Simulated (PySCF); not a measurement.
hydrogen fluoride (FH), SMILES F. Geometry: B3LYP-D3(BJ)/def2-TZVPD.

TDA-PBE/def2-TZVPD in PySCF puts the lowest singlet excitations at 9.24, 9.24, 11.99, 11.99, 12.03, 12.08 eV and the lowest triplet (TDA) at 8.77 eV.

Q: What are the lowest singlet roots from PySCF with EOM-CCSD/aug-cc-pVDZ? (An estimate is asked for; the answer gives what the named calculation found.)

A: 10.22, 10.22, 14.00, 14.00, 14.38, 15.00 eV; triplets 9.81, 9.81, 13.26 eV. S1 differs by 0.99 eV (second minus first; roots are paired by order, and the bases may differ).
